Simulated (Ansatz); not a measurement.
Ansatz (a program for electronic structure) input (B3LYP-D3(BJ)/def2-TZVP):

Ansatz 0.2 input:
```yaml
crystal:
  periodic: [false, false, false]
  atoms:
    - {symbol: C, position_ang: [0.00150420, 0.06782275, 0.35234476]}
    - {symbol: H, position_ang: [0.00420647, -0.06617570, 1.47074893]}
    - {symbol: C, position_ang: [0.00836434, 1.49076899, -0.15367575]}
    - {symbol: H, position_ang: [-0.87400686, 2.03508487, 0.22502747]}
    - {symbol: H, position_ang: [0.89948318, 2.02456257, 0.21948169]}
    - {symbol: C, position_ang: [1.24463462, -0.68990047, -0.13394913]}
    - {symbol: H, position_ang: [1.26512854, -0.68733128, -1.22899581]}
    - {symbol: H, position_ang: [2.15557123, -0.18983784, 0.21049222]}
    - {symbol: H, position_ang: [1.26778541, -1.72832745, 0.23041004]}
    - {symbol: C, position_ang: [-1.25354649, -0.67507850, -0.12613720]}
    - {symbol: H, position_ang: [-1.28085629, -0.67222569, -1.22103440]}
    - {symbol: H, position_ang: [-1.28673820, -1.71317120, 0.23839815]}
    - {symbol: H, position_ang: [-2.15631350, -0.16425497, 0.22397568]}
basis:
  gaussian:
    orbitals: def2-TZVP
hamiltonian:
  xc: b3lyp
  dispersion: d3bj
total_charge: -1
phonons: {temperatures: {t_min: 298.15, t_max: 298.15, t_step: 100}}
```

Output:

```
Functional definition: B3LYP
integrals: 0.08 GiB planned
1116 factors; their error is unknown
mean field: 0.82 GiB planned
mean field evaluation 1: about -4286.1024 eV, gradient 5.9e1 eV
mean field evaluation 2: about -4252.6466 eV, gradient 1.0e2 eV
mean field evaluation 4: about -4294.9653 eV, gradient 7.0e0 eV
mean field evaluation 8: about -4295.1160 eV, gradient 2.8e-1 eV
mean field evaluation 16: about -4295.0854 eV, gradient 3.6e-4 eV
mean field -4295.08536124 eV, -157.8414757123 hartree, gradient 1.4e-5 eV, S^2 0.000000; 0 other end points of the search recorded, 0 dependent functions left out
the calculation of the forces begins
reference -4295.08562824 eV, -157.8414855244 hartree; 17, 17 occupied and 161, 161 virtual orbitals, 1116 factors
these checks for a lower state are left out or cut short: stability, starts, cluster_reference, orbital_swaps, neighbouring_geometries, increment
integrals: 0.08 GiB planned
1116 factors; their error is unknown
mean field: 0.82 GiB planned
mean field -4295.08523379 eV, -157.8414710285 hartree, gradient 3.4e-6 eV, S^2 0.000000; 0 other end points of the search recorded, 0 dependent functions left out
the calculation of the forces begins
reference -4295.08550084 eV, -157.8414808423 hartree; 17, 17 occupied and 161, 161 virtual orbitals, 1116 factors
these checks for a lower state are left out or cut short: stability, starts, cluster_reference, orbital_swaps, neighbouring_geometries, increment
integrals: 0.08 GiB planned
1116 factors; their error is unknown
mean field: 0.82 GiB planned
mean field evaluation 32: about -4295.0852 eV, gradient 4.1e-4 eV
mean field -4295.08522909 eV, -157.8414708558 hartree, gradient 2.1e-6 eV, S^2 0.000000; 0 other end points of the search recorded, 0 dependent functions left out
the calculation of the forces begins
reference -4295.08549605 eV, -157.8414806664 hartree; 17, 17 occupied and 161, 161 virtual orbitals, 1116 factors
these checks for a lower state are left out or cut short: stability, starts, cluster_reference, orbital_swaps, neighbouring_geometries, increment
integrals: 0.08 GiB planned
1116 factors; their error is unknown
mean field: 0.83 GiB planned
mean field -4295.08523005 eV, -157.8414708909 hartree, gradient 3.5e-6 eV, S^2 0.000000; 0 other end points of the search recorded, 0 dependent functions left out
the calculation of the forces begins
reference -4295.08549702 eV, -157.8414807019 hartree; 17, 17 occupied and 161, 161 virtual orbitals, 1116 factors
these checks for a lower state are left out or cut short: stability, starts, cluster_reference, orbital_swaps, neighbouring_geometries, increment
integrals: 0.08 GiB planned
1116 factors; their error is unknown
mean field: 0.82 GiB planned
mean field -4295.08521833 eV, -157.8414704601 hartree, gradient 3.5e-6 eV, S^2 0.000000; 0 other end points of the search recorded, 0 dependent functions left out
the calculation of the forces begins
reference -4295.08548536 eV, -157.8414802735 hartree; 17, 17 occupied and 161, 161 virtual orbitals, 1116 factors
these checks for a lower state are left out or cut short: stability, starts, cluster_reference, orbital_swaps, neighbouring_geometries, increment
integrals: 0.08 GiB planned
1116 factors; their error is unknown
mean field: 0.82 GiB planned
mean field -4295.08534511 eV, -157.8414751192 hartree, gradient 3.5e-6 eV, S^2 0.000000; 0 other end points of the search recorded, 0 dependent functions left out
the calculation of the forces begins
reference -4295.08561208 eV, -157.8414849304 hartree; 17, 17 occupied and 161, 161 virtual orbitals, 1116 factors
these checks for a lower state are left out or cut short: stability, starts, cluster_reference, orbital_swaps, neighbouring_geometries, increment
integrals: 0.08 GiB planned
[...]
mean field -4295.08524032 eV, -157.8414712685 hartree, gradient 3.5e-6 eV, S^2 0.000000; 0 other end points of the search recorded, 0 dependent functions left out
the calculation of the forces begins
reference -4295.08550730 eV, -157.8414810798 hartree; 17, 17 occupied and 161, 161 virtual orbitals, 1116 factors
these checks for a lower state are left out or cut short: stability, starts, cluster_reference, orbital_swaps, neighbouring_geometries, increment
integrals: 0.08 GiB planned
1116 factors; their error is unknown
mean field: 0.82 GiB planned
mean field -4295.08528469 eV, -157.8414728989 hartree, gradient 3.5e-6 eV, S^2 0.000000; 0 other end points of the search recorded, 0 dependent functions left out
the calculation of the forces begins
reference -4295.08555171 eV, -157.8414827119 hartree; 17, 17 occupied and 161, 161 virtual orbitals, 1116 factors
these checks for a lower state are left out or cut short: stability, starts, cluster_reference, orbital_swaps, neighbouring_geometries, increment
integrals: 0.08 GiB planned
1116 factors; their error is unknown
mean field: 0.83 GiB planned
mean field -4295.08532367 eV, -157.8414743316 hartree, gradient 3.5e-6 eV, S^2 0.000000; 0 other end points of the search recorded, 0 dependent functions left out
the calculation of the forces begins
reference -4295.08559068 eV, -157.8414841441 hartree; 17, 17 occupied and 161, 161 virtual orbitals, 1116 factors
these checks for a lower state are left out or cut short: stability, starts, cluster_reference, orbital_swaps, neighbouring_geometries, increment
integrals: 0.08 GiB planned
1116 factors; their error is unknown
mean field: 0.83 GiB planned
mean field -4295.08525473 eV, -157.8414717981 hartree, gradient 3.5e-6 eV, S^2 0.000000; 0 other end points of the search recorded, 0 dependent functions left out
the calculation of the forces begins
reference -4295.08552172 eV, -157.8414816098 hartree; 17, 17 occupied and 161, 161 virtual orbitals, 1116 factors
these checks for a lower state are left out or cut short: stability, starts, cluster_reference, orbital_swaps, neighbouring_geometries, increment
integrals: 0.08 GiB planned
1116 factors; their error is unknown
mean field: 0.82 GiB planned
mean field evaluation 256: about -4295.0853 eV, gradient 3.0e-6 eV
mean field -4295.08531999 eV, -157.8414741963 hartree, gradient 3.5e-6 eV, S^2 0.000000; 0 other end points of the search recorded, 0 dependent functions left out
the calculation of the forces begins
reference -4295.08558698 eV, -157.8414840081 hartree; 17, 17 occupied and 161, 161 virtual orbitals, 1116 factors
these checks for a lower state are left out or cut short: stability, starts, cluster_reference, orbital_swaps, neighbouring_geometries, increment
integrals: 0.08 GiB planned
1116 factors; their error is unknown
mean field: 0.82 GiB planned
mean field -4295.08533721 eV, -157.8414748292 hartree, gradient 3.5e-6 eV, S^2 0.000000; 0 other end points of the search recorded, 0 dependent functions left out
the calculation of the forces begins
reference -4295.08560422 eV, -157.8414846416 hartree; 17, 17 occupied and 161, 161 virtual orbitals, 1116 factors
these checks for a lower state are left out or cut short: stability, starts, cluster_reference, orbital_swaps, neighbouring_geometries, increment
integrals: 0.08 GiB planned
1116 factors; their error is unknown
mean field: 0.83 GiB planned
mean field -4295.08533963 eV, -157.8414749181 hartree, gradient 3.5e-6 eV, S^2 0.000000; 0 other end points of the search recorded, 0 dependent functions left out
the calculation of the forces begins
reference -4295.08560664 eV, -157.8414847304 hartree; 17, 17 occupied and 161, 161 virtual orbitals, 1116 factors
these checks for a lower state are left out or cut short: stability, starts, cluster_reference, orbital_swaps, neighbouring_geometries, increment
integrals: 0.08 GiB planned
1116 factors; their error is unknown
mean field: 0.82 GiB planned
mean field -4295.08533755 eV, -157.8414748417 hartree, gradient 3.5e-6 eV, S^2 0.000000; 0 other end points of the search recorded, 0 dependent functions left out
the calculation of the forces begins
reference -4295.08560455 eV, -157.8414846536 hartree; 17, 17 occupied and 161, 161 virtual orbitals, 1116 factors
these checks for a lower state are left out or cut short: stability, starts, cluster_reference, orbital_swaps, neighbouring_geometries, increment
integrals: 0.08 GiB planned
1116 factors; their error is unknown
mean field: 0.83 GiB planned
mean field -4295.08537373 eV, -157.8414761710 hartree, gradient 3.5e-6 eV, S^2 0.000000; 0 other end points of the search recorded, 0 dependent functions left out
the calculation of the forces begins
reference -4295.08564072 eV, -157.8414859830 hartree; 17, 17 occupied and 161, 161 virtual orbitals, 1116 factors
these checks for a lower state are left out or cut short: stability, starts, cluster_reference, orbital_swaps, neighbouring_geometries, increment
integrals: 0.08 GiB planned
1116 factors; their error is unknown
mean field: 0.83 GiB planned
mean field evaluation 288: about -4295.0848 eV, gradient 5.9e-1 eV
mean field -4295.08531953 eV, -157.8414741795 hartree, gradient 3.5e-6 eV, S^2 0.000000; 0 other end points of the search recorded, 0 dependent functions left out
the calculation of the forces begins
reference -4295.08558654 eV, -157.8414839918 hartree; 17, 17 occupied and 161, 161 virtual orbitals, 1116 factors
these checks for a lower state are left out or cut short: stability, starts, cluster_reference, orbital_swaps, neighbouring_geometries, increment
integrals: 0.08 GiB planned
1116 factors; their error is unknown
mean field: 0.82 GiB planned
mean field -4295.08525120 eV, -157.8414716684 hartree, gradient 3.5e-6 eV, S^2 0.000000; 0 other end points of the search recorded, 0 dependent functions left out
the calculation of the forces begins
reference -4295.08551819 eV, -157.8414814798 hartree; 17, 17 occupied and 161, 161 virtual orbitals, 1116 factors
these checks for a lower state are left out or cut short: stability, starts, cluster_reference, orbital_swaps, neighbouring_geometries, increment
integrals: 0.08 GiB planned
1116 factors; their error is unknown
mean field: 0.83 GiB planned
mean field -4295.08530014 eV, -157.8414734668 hartree, gradient 3.5e-6 eV, S^2 0.000000; 0 other end points of the search recorded, 0 dependent functions left out
the calculation of the forces begins
reference -4295.08556716 eV, -157.8414832796 hartree; 17, 17 occupied and 161, 161 virtual orbitals, 1116 factors
these checks for a lower state are left out or cut short: stability, starts, cluster_reference, orbital_swaps, neighbouring_geometries, increment
integrals: 0.08 GiB planned
1116 factors; their error is unknown
mean field: 0.82 GiB planned
mean field -4295.08534119 eV, -157.8414749755 hartree, gradient 3.5e-6 eV, S^2 0.000000; 0 other end points of the search recorded, 0 dependent functions left out
the calculation of the forces begins
reference -4295.08560821 eV, -157.8414847881 hartree; 17, 17 occupied and 161, 161 virtual orbitals, 1116 factors
these checks for a lower state are left out or cut short: stability, starts, cluster_reference, orbital_swaps, neighbouring_geometries, increment
integrals: 0.08 GiB planned
1116 factors; their error is unknown
mean field: 0.82 GiB planned
mean field evaluation 320: about -4295.0853 eV, gradient 3.5e-6 eV
mean field -4295.08533572 eV, -157.8414747742 hartree, gradient 3.5e-6 eV, S^2 0.000000; 0 other end points of the search recorded, 0 dependent functions left out
the calculation of the forces begins
reference -4295.08560271 eV, -157.8414845859 hartree; 17, 17 occupied and 161, 161 virtual orbitals, 1116 factors
Total energy: -4295.48064070 eV, -157.8560019644 hartree
Atom 0 at     0.001504     0.067823     0.352345 Å, force     0.000000     0.000061    -0.000106 eV/Å
Atom 1 at     0.004206    -0.066176     1.470749 Å, force     0.000001    -0.000065     0.000412 eV/Å
Atom 2 at     0.008364     1.490769    -0.153676 Å, force     0.000001     0.000260    -0.000085 eV/Å
Atom 3 at    -0.874007     2.035085     0.225027 Å, force    -0.000101     0.000015    -0.000002 eV/Å
Atom 4 at     0.899483     2.024563     0.219482 Å, force     0.000101     0.000014    -0.000002 eV/Å
Atom 5 at     1.244635    -0.689900    -0.133949 Å, force    -0.000372    -0.000459     0.000343 eV/Å
Atom 6 at     1.265129    -0.687331    -1.228996 Å, force     0.000092     0.000071    -0.000422 eV/Å
Atom 7 at     2.155571    -0.189838     0.210492 Å, force     0.000487     0.000196    -0.000030 eV/Å
Atom 8 at     1.267785    -1.728327     0.230410 Å, force     0.000171     0.000047    -0.000001 eV/Å
Atom 9 at    -1.253546    -0.675079    -0.126137 Å, force     0.000369    -0.000463     0.000341 eV/Å
Atom 10 at    -1.280856    -0.672226    -1.221034 Å, force    -0.000094     0.000072    -0.000421 eV/Å
Atom 11 at    -1.286738    -1.713171     0.238398 Å, force    -0.000170     0.000049    -0.000000 eV/Å
Atom 12 at    -2.156313    -0.164255     0.223976 Å, force    -0.000485     0.000202    -0.000027 eV/Å
Dipole moment:    -0.004172    -0.873865     0.323760 e Å
Vibrations: 193.46 256.11 304.61 364.68 401.36 471.69 716.01 791.10 904.68 947.85 966.45 982.06 1090.60 1176.51 1190.02 1286.43 1348.74 1355.10 1368.03 1442.68 1458.52 1470.37 1477.65 1499.79 2601.52 2899.73 2931.96 2941.39 2954.66 3017.85 3023.48 3044.57 3049.87 cm⁻¹, zero-point energy 3.095237 eV
```

It need not be the lowest isomer of its formula. Whether it binds its extra electron was not tested at this geometry.
